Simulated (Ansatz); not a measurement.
A rate constant, worked out

An elementary step of CH₈BN, closed shell (CH₅B ([BH2][CH3]) + NH₃ → BNH₄ ([BH2][NH2]) + CH₄; B–C, H–N broken or loosened, B–N, C–H formed or tightened). The start structure is the complex of the reactants, bound by 1.12 eV, and the electronic barrier above it is 1.908 eV by CCSD(T) at an estimated basis limit (MP2 extrapolated from triple and quadruple zeta, plus CCSD(T) − MP2 in triple zeta). Ansatz 0.2.0; basis: def2-TZVPP and def2-QZVPP; cores frozen in the correlated methods. Extrapolation: Hartree–Fock as exp(−7.88 √X), correlation as X^−2.97. Harmonic wavenumbers at PBE0-D4/def2-TZVP (Ansatz 0.2.0), in cm⁻¹:

Start: 205, 224, 289, 616, 639, 700, 711, 851, 990, 1058, 1084, 1173, 1203, 1314, 1328, 1467, 1471, 1658, 1660, 2427, 2455, 3001, 3053, 3099, 3475, 3581, 3597.

Saddle: 1412i, 156, 277, 502, 594, 612, 691, 764, 808, 888, 1001, 1099, 1138, 1177, 1227, 1285, 1462, 1501, 1572, 1987, 2537, 2608, 3046, 3132, 3151, 3598, 3704.

(1) Work out the transition-state-theory rate constant at 700 K from these numbers alone (harmonic vibrations; rotation, path degeneracy and anharmonicity left out), and the Wigner tunnelling factor. Use 1 cm⁻¹ = 1.2398 × 10⁻⁴ eV and k_B = 8.617 × 10⁻⁵ eV/K.

The T1 diagnostic stays at or below 0.012.

## Answers

(1) Zero-point energies, half the sums: start 43329/2 cm⁻¹ = 2.6861 eV; saddle, real modes only, 40517/2 cm⁻¹ = 2.5117 eV.
Barrier with zero-point energy: 1.908 + 2.5117 − 2.6861 = 1.7336 eV.
k_BT = 0.06032 eV, so the barrier is 28.74 k_BT.
Vibrational partition functions from the zero-point level, ln q = −Σ ln(1 − exp(−hν/k_BT)): start 5.120, saddle 4.919.
k = (k_BT/h) exp(ln q‡ − ln q) exp(−E0/k_BT), with log₁₀(k_BT/h in s⁻¹) = 13.16: log₁₀ k = 13.16 + (-0.201 − 28.74)/2.3026 = 0.59, so k ≈ 4 × 10^(0) s⁻¹.
Wigner factor: 1 + (hν‡/k_BT)²/24 = 1 + (2.90)²/24 = 1.35. A change of 1 kcal/mol (0.043 eV) in the barrier would change k by a factor of 2.1 at this temperature.

The step is the kind of exchange with an N–H group that builds nitride films in atomic layer and chemical vapour deposition.

Labels in which every atom is bracketed show which atoms are joined, not bond orders.

For scale, one of the runs: CCSD(T)/def2-TZVPP, 205 basis functions, launched by `ansatz run in.yaml --threads 2 --pin off --events-out ev --progress --plain --max-ram 4352MiB`. Time: 53 s of wall clock on 2 CPU threads of an Arm Neoverse V1; the host was shared. Peak host memory: 2.8 GiB.
